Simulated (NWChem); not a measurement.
**Polarisability of CH₃ (+1)**

```
C
H 1 1.1041
H 1 1.1041 2 120.00
H 1 1.1041 2 120.00 3 180.00
```
Charge +1, spin multiplicity 1.

The numbers come from NWChem runs, not from measurements. The geometry was optimised at PBE0/def2-SVP, a minimum by its harmonic frequencies.

Basis set: Sadlej pVTZ. Static limit.

The spin multiplicity of the parent species was assumed, not shown to be that of its ground state. The structure started from a generated list of species.

Problem. One of these methods gave an isotropic polarisability of 8.82 bohr³. Which?
A. PBE
B. HF
C. PBE0

Solution. B, HF. The others give 9.16 (PBE), 9.01 (PBE0).
